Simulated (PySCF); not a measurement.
Write Cartesian coordinates for InChI=1S/C4H6O/c1-3-4-5-2/h4H,1H2,2H3 as optimised with GFN2-xTB.

```
atom  x, y, z in Å
C1     2.4130    1.1307    0.3746
C2     1.1980    0.7228    0.1912
C3    -0.0337    0.3455    0.0046
O4    -0.4072   -0.9686   -0.1437
C5    -1.7864   -1.1774   -0.2982
H6     2.8334    1.2472    1.3625
H7     3.0634    1.3778   -0.4513
H8    -0.8324    1.0807   -0.0439
H9    -1.9204   -2.2516   -0.4146
H10   -2.3472   -0.8374    0.5806
H11   -2.1749   -0.6671   -1.1878
```

Orientation and origin are arbitrary. Atoms count from 1 in this order. Of the pairs four or more bonds apart, H8···H11 is among the closest relative to their van der Waals radii: 2.48 Å, 103 % of the sum of Bondi's values. O4 (ether oxygen) is bent (angle 114.9°). The 2 C–O bonds span 1.374 Å (C3–O4, drawn single) to 1.404 Å (O4–C5, drawn single), a spread of 0.030 Å. The 5 heavy atoms lie in one plane (0.010 Å rms).

Bonds between heavy atoms (Å): C1=C2 1.295, C2=C3 1.302, C3–O4 1.374, O4–C5 1.404.

The geometry is computed with GFN2-xTB (gas phase).

Not checked by GFN2-xTB frequencies. One conformer, not necessarily the lowest (C2–C3–O4–C5 178°).
